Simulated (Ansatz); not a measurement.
# SiSO (singlet): geometry optimisation

Aim: relax a generated start of SiSO (singlet) and see which bonds hold.

Method: RKS PBE0/def2-TZVP; program: Ansatz 0.2.0, Gaussian basis.

## 1. Starting geometry

3 atoms, charge 0, spin multiplicity 1.

Atoms are counted from 1 here; the program's logs count them from 0.

Bond lengths: O1–S2 1.794 Å, O1–Si3 1.622 Å, S2–Si3 2.161 Å. Angles: S2–O1–Si3 78.3°, O1–S2–Si3 47.3°, O1–Si3–S2 54.4°.

Coordinates:

```xyz
3
charge 0, multiplicity 1
O    -0.7125   -0.7770   -0.0069
S    -0.4393    0.9958    0.0084
Si    0.9074   -0.6943   -0.0057
```

The start was built by rule and, where that kept it together, relaxed with GFN2-xTB. Sticks and bond lists go by distance. 

## 2. Relaxation

Contents of in.yaml:

```yaml
crystal:
  periodic: [false, false, false]
  atoms:
    - {symbol: O, position_ang: [-0.712531, -0.777036, -0.006851]}
    - {symbol: S, position_ang: [-0.439266, 0.995846, 0.008369]}
    - {symbol: Si, position_ang: [0.907413, -0.694297, -0.005652]}
basis:
  gaussian: {orbitals: def2-TZVP}
hamiltonian: {xc: pbe0}
relax: {f_tol: 0.004, max_steps: 80}
```

On the command line:

```console
$ ansatz run in.yaml --threads 1 --pin off --events-out ev --progress --plain --max-ram 2176MiB
```

**Question.** What will these runs give? Wanted: energy gained; shift from the start; total energy; dipole moment.

**Answer**, as computed:

| quantity | value |
| --- | --- |
| steps | 6 |
| energy gained | 0.043 eV |
| shift from the start (rms) | 0.036 Å |
| total energy | -20751.4662 eV |
| dipole moment | 2.14 D |

What this shows: The bonds of the start are those of the end. S2–Si3 went from 2.161 to 2.093 Å. No vibrations were run, so this is a stationary point, not a proven minimum, and this spin need not be the ground state's.
